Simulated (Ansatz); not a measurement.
# Structure relaxation of Br

The calculation used Ansatz, DFT PBEsol, scalar-relativistic, plane waves, PAW. Cutoff 420 eV, Γ-centred k mesh, Gaussian smearing, no spin polarisation in the final step.

The start puts Br on the graphite structure type (P6_3/mmc, No. 194), at a guessed volume.

```yaml
crystal:
  lattice:
    - [3.86879, 0.00000, 0.00000]
    - [-1.93440, 3.35047, 0.00000]
    - [0.00000, 0.00000, 10.53695]
  atoms:
    - { symbol: Br, position: [0.00000, 0.00000, 0.25000] }
    - { symbol: Br, position: [0.00000, 0.00000, 0.75000] }
    - { symbol: Br, position: [0.33333, 0.66667, 0.75000] }
    - { symbol: Br, position: [0.66667, 0.33333, 0.25000] }
```

Cell and atoms relax at zero pressure; the relaxation can't lower the symmetry of the start. After a coarse first stage the cell is made exact in the group found at 0.06 Å.

Energies count from the standard state of Br at the same level.

Q: What does it relax into?

A: It keeps P6_3/mmc (No. 194), but not the shape of the type it started on. Conventional cell: a = 4.821 Å, c = 8.069 Å. Br on Wyckoff site b (2 atoms of the primitive cell) has 3 Br at 2.78 Å; Br on Wyckoff site d (2 atoms of the primitive cell) is coordinated by 3 Br at 2.78 Å.

Space group P6_3/mmc (No. 194). a = 4.821 Å, b = 4.821 Å, c = 8.069 Å, α = 90.00°, β = 90.00°, γ = 120.00°
```json
{"atom": "Br", "site": "2b", "symmetry": "-6m2", "x": "0.0000", "y": "0.0000", "z": "0.2500"}
{"atom": "Br", "site": "2d", "symmetry": "-6m2", "x": "0.3333", "y": "0.6667", "z": "0.7500"}
```

Q: What are its volume, energy, density and gap?

A: The volume per atom is 40.6 Å³, the density is 3.3 g/cm³ and the energy over the standard structure is 0.38 eV/atom. The gap on the 12×12×6 mesh is 0 eV (a metal).

The final run used a 12×12×6 mesh on its 4-atom cell and 0.10 eV smearing. The k mesh leaves about 4 meV/atom of noise in metals. Weakly bound directions are ill-defined at this level, which has no dispersion term. A structure relaxed within its symmetry needn't be a true minimum.